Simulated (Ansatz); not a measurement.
Geometry optimisation, UKS r2SCAN-D4/def2-SVP in Ansatz.

Input file:

```yaml
crystal:
  periodic: [false, false, false]
  atoms:
    - { symbol: Si, position_ang: [-0.144911, -0.468007, 0.677675] }
    - { symbol: H, position_ang: [0.121531, 1.136062, -1.503575] }
    - { symbol: O, position_ang: [1.280798, -0.874414, 0.272325] }
    - { symbol: H, position_ang: [0.59969, 0.689536, -1.243224] }
    - { symbol: H, position_ang: [-1.388121, -1.13822, 0.186557] }
    - { symbol: H, position_ang: [-0.468887, 0.654944, 1.610342] }
magnetization:
  spin_polarized: true
basis:
  gaussian: { orbitals: def2-SVP }
hamiltonian:
  xc: r2scan
  dispersion: d4
relax:
  f_tol: 0.03
  max_steps: 50
output:
  orbitals: {}
```

Command:

```bash
$ ansatz run input.yaml --threads 2 --pin off --max-ram 3072MiB --backend cpu --events-out ev --progress --plain --runs-dir out
```

Q: Where does it end, and by what steps?

A: The run converged. After 8 steps the energy has fallen by 0.167 eV; O3 moved furthest, 0.59 Å.

| step | energy less start (eV) | largest force component (eV/Å) | accepted |
| --- | --- | --- | --- |
| 0 | 0.0000 | 1.719 | yes |
| 1 | -0.1226 | 0.493 | yes |
| 2 | -0.1405 | 0.554 | yes |
| 3 | -0.1442 | 0.936 | yes |
| 4 | -0.1038 | 2.618 | no |
| 5 | -0.1568 | 0.151 | yes |
| 6 | -0.1613 | 0.153 | yes |
| 7 | -0.1650 | 0.125 | yes |
| 8 | -0.1665 | 0.011 | yes |

```xyz
6
Properties=species:S:1:pos:R:3
Si -0.076 -0.546 0.732
H -0.117 1.243 -1.483
O 1.294 -1.245 0.728
H 0.561 0.898 -1.485
H -1.289 -1.070 0.040
H -0.372 0.719 1.467
```

Whether the end is a true minimum wasn't checked by a vibrational analysis.

Run time: 15 s on 2 threads of Arm Neoverse V1 (shared host), peak memory 0.15 GiB.
